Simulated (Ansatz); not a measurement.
`CCCC#N` + H₂ → acetonitrile + ethane at 298.15 K and 1 bar (hydrogenolysis of a C–C bond).

Isolated molecules relaxed with PBE0-D4/def2-TZVP in Ansatz; ΔE leaves out vibrations. CCSD(T)/CBS is the MP2 limit (def2-TZVPP, def2-QZVPP) plus CCSD(T) − MP2 in def2-TZVPP, frozen cores. This one scheme is used for every species. Each species was taken in one conformer, which may not be the lowest.

| species | CCSD(T)/CBS energy (Eh) | H − E (kJ/mol) | S (J/(mol·K)) |
| --- | --- | --- | --- |
| `CCCC#N` | -211.11677 | 288.6 | 316.0 |
| H₂ | -1.17544 | 35.1 | 130.4 |
| `CC#N` | -132.59492 | 131.1 | 242.3 |
| `CC` | -79.71954 | 207.7 | 227.7 |

H − E and S are ideal-gas, rigid-rotor, harmonic terms from PBE0-D4/def2-TZVP, for one conformer and one mirror image of each species. The MP2-based limit puts H₂ 0.8 mEh under its directly extrapolated value; such offsets cancel only in part. 1 Eh = 2625.50 kJ/mol, R = 8.31446 J/(mol·K).

Task: By hand: ΔE, ΔH, ΔS and ΔG.

Result: ΔE = (-132.59492) + (-79.71954) − (-211.11677) − (-1.17544) = -0.02225 Eh = -58.4 kJ/mol. Δ(H − E) = 131.1 + 207.7 − 288.6 − 35.1 = 15.1, so ΔH = -43.3 kJ/mol. ΔS = 242.3 + 227.7 − 316.0 − 130.4 = 23.6 J/(mol·K). ΔG = -43.3 − 298.15 × (23.6)/1000 = -50.3 kJ/mol.

Task: By hand: the equilibrium constant, and the temperature at which ΔG would vanish if ΔH and ΔS stayed fixed.

Result: log₁₀ K = −ΔG/(RT ln 10) = 8.8. ΔH and −TΔS have one sign here, so there is no such temperature.

ΔH outweighs TΔS. A doubt of 5 kJ/mol in ΔE shifts log₁₀ K by 0.9 here. Other conformers and mirror images would add mixing entropy, several J/(mol·K) or more a flexible species. These are equilibria of isolated gas molecules and say nothing of rates. Largest T1 diagnostic: 0.012 (customary marks: 0.02 for closed shells, 0.045 for open ones).
